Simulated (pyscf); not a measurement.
Structures and frequencies: ωB97X-D3(BJ)/def2-SVP in PySCF. Correlated levels are frozen-core, on RHF or UHF. ΔMP2 is the change of the MP2 total energy from the triple- to the quadruple-zeta basis.

SMILES: SCS
```xyz
7

S     -0.9263    -0.5603    -1.9970
C     -0.7234     1.0856    -1.2694
S      0.4074     1.1815     0.1418
H      0.3851    -0.7852    -2.2067
H     -1.7342     1.4148    -0.9881
H     -0.3374     1.7999    -2.0110
H     -0.1969     0.2252     0.8729
```

Problem. What is the homolytic dissociation enthalpy (298 K, CCSD(T)/def2-TZVPP + ΔMP2(QZVPP)) of the C–S bond of HS–CH₂–SH (SMILES SCS), to SH• + •H₂C–SH?

Solution. C–S to SH• + •H₂C–SH: 2.91 eV. HS–CH₂–SH lies 0.27 eV over its isomer H₃C–S–SH, and others may lie lower still (electronic energy, ωB97M-D3(BJ)). •H₂C–SH lies 0.44 eV over its isomer H₃C–S•, and others may lie lower still (electronic energy, ωB97M-D3(BJ)). The CCSD(T) − MP2 part came from Ansatz, without density fitting, on the same reference. Left out: the spin-orbit lowering of SH.
